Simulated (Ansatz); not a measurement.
**SbMo3: from a trial structure to a relaxed crystal**

Method: DFT PBE, scalar-relativistic, plane waves, PAW (Ansatz). Cutoff 420 eV, Γ-centred k mesh, Gaussian smearing, no spin polarisation in the final step.

SbMo3 was placed on the Ni3Sn (D0_19) structure type (P6_3/mmc, No. 194), with Sb in place of Sn, Mo in place of Ni, at a guessed volume.

```xyz
8
Lattice="5.9464 0.0000 0.0000 -2.9732 5.1498 0.0000 0.0000 0.0000 4.7729" Properties=species:S:1:pos:R:3 pbc="T T T"
Sb    0.0000    3.4332    1.1932
Sb    2.9732    1.7166    3.5797
Mo    2.9732    3.4297    1.1932
Mo   -1.4836    4.2897    3.5797
Mo    1.4896    0.8600    1.1932
Mo    0.0000    1.7200    3.5797
Mo    4.4568    0.8600    1.1932
Mo    1.4836    4.2897    3.5797
```

Steps on the 3×3×4 mesh (8 atoms). 6 of 7 steps are shown, and the free energy counts from the last. Trial steps that were taken back and renewals of the plane-wave basis can be among the rows.

| step | ΔF (meV/atom) | V (Å³/atom) | P (GPa) | largest force component (eV/Å) |
| --- | --- | --- | --- | --- |
| 1 | 107.2 | 18.27 | -14.23 | 0.682 |
| 2 | 23.5 | 16.19 | 9.55 | 0.008 |
| 3 | 2.5 | 16.92 | -0.69 | 0.122 |
| 4 | 0.2 | 16.89 | -0.19 | 0.031 |
| 5 | -0.3 | 16.88 | -0.02 | 0.052 |
| 7 | 0.0 | 16.87 | -0.02 | 0.002 |

A final relaxation ran on a 12×12×8 mesh. The relaxed crystal, P6_3/mmc (No. 194):

Space group P6_3/mmc (No. 194). a = 5.658 Å, b = 5.658 Å, c = 4.864 Å, α = 90.00°, β = 90.00°, γ = 120.00°
```json
{"atom": "Sb", "site": "2c", "symmetry": "-6m2", "x": "0.3333", "y": "0.6667", "z": "0.2500"}
{"atom": "Mo", "site": "6h", "symmetry": "mm2", "x": "0.8366", "y": "0.6732", "z": "0.2500"}
```

```json
{
  "Volume per atom": "16.86 Å³",
  "Density": "10.09 g/cm³",
  "Energy over the elements": "0.26 eV/atom",
  "Gap on the 12×12×8 mesh": "0 eV (a metal)"
}
```

Energies over the elements count from the elements' standard structures at the same level, with no empirical corrections.

The final run used a 12×12×8 mesh on its 8-atom cell and 0.10 eV smearing. The k mesh leaves about 4 meV/atom of noise in metals. Spin–orbit coupling is left out.

Symmetry constrained the relaxation, so the result can be a saddle point.

Cost: 4 runs of about 6.4 core-minutes in all, on Arm Neoverse V2 (shared hosts).